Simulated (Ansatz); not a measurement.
**CH3+ (singlet): CAM-B3LYP, wB97M-V, HSE06 over a scan of the scale of all distances, cc-pVDZ**

How well do these functionals follow the top wave-function level for CH3+ (singlet) over a scan of the scale of all distances?

Computed with Ansatz 0.2.0, Gaussian basis. Level: cc-pVDZ, all electrons in the functionals.

Plan: CAM-B3LYP, wB97M-V, HSE06, at 0.870; 1.000; 1.128; 1.315; 1.520; 1.727; 2.019; 2.353.

13 further runs of the same task are left out: 1 for a mislabelled method, 9 that didn't finish, 3 set aside as unsound or not needed.

## 1. The system

The geometry derives from a PBE0/def2-TZVP stationary point (not a proven minimum). All distances are scaled together.

4 atoms, charge 1, spin multiplicity 1.

Atoms are counted from 1 here; the program's logs count them from 0.

Bond lengths: C1–H2 1.093 Å, C1–H3 1.093 Å, C1–H4 1.093 Å. Angles: H2–C1–H3 120.0°, H2–C1–H4 120.0°, H3–C1–H4 120.0°.

No dispersion term is added; wB97M-V holds VV10 nonlocal correlation. HSE06 is the plane-wave form.

The geometry shown and the zero of energy belong to the point 1.000. The yardstick, FCI, and other wave-function levels (R restricted, U unrestricted, valence and pair active spaces) come from earlier runs.

## 2. CAM-B3LYP, 0.870

File in.yaml:

```yaml
crystal:
  periodic: [false, false, false]
  atoms:
    - {symbol: C, position_ang: [0.000000, 0.000000, 0.000000]}
    - {symbol: H, position_ang: [0.951042, 0.012091, -0.000203]}
    - {symbol: H, position_ang: [-0.485992, 0.817578, -0.002438]}
    - {symbol: H, position_ang: [-0.465050, -0.829668, 0.002641]}
basis:
  gaussian: {orbitals: cc-pVDZ}
total_charge: 1
hamiltonian: {xc: {name: CAM-B3LYP}}
```

Started as:

```bash
$ ansatz run in.yaml --threads 1 --pin off --events-out ev --progress --plain --max-ram 2393MiB
```

The runs that follow: CAM-B3LYP, 1.000; CAM-B3LYP, 1.128; CAM-B3LYP, 1.315; CAM-B3LYP, 1.520; CAM-B3LYP, 1.727; CAM-B3LYP, 2.019; CAM-B3LYP, 2.353; wB97M-V, 0.870; wB97M-V, 1.000; wB97M-V, 1.128; wB97M-V, 1.315; wB97M-V, 1.520; wB97M-V, 1.727; wB97M-V, 2.019; wB97M-V, 2.353; HSE06, 0.870; HSE06, 1.000; HSE06, 1.128; HSE06, 1.315; HSE06, 1.520; HSE06, 1.727; HSE06, 2.019; HSE06, 2.353.

**Question.** What will the summary of the whole plan be? Wanted: span of the FCI curve; largest miss, CAM-B3LYP; largest miss, wB97M-V; largest miss, HSE06.

The runs gave:

```
               quantity                   value
  span of the FCI curve          298.7 kcal/mol
largest miss, CAM-B3LYP  +10.4 kcal/mol (2.019)
  largest miss, wB97M-V  +13.1 kcal/mol (2.019)
    largest miss, HSE06   +7.6 kcal/mol (2.019)
```

What this shows: Of the functionals, HSE06 keep the smallest largest miss at the points compared (at most 7.6 kcal/mol) and wB97M-V strays most (13.1 kcal/mol, at 2.019). CAM-B3LYP, wB97M-V, HSE06 clearly break the spin symmetry at some points (⟨S²⟩ up to 1.96 above the pure value), so energy there is bought with a mixed spin. Functionals and the yardstick converge differently with the basis, so part of each miss in cc-pVDZ is the basis.
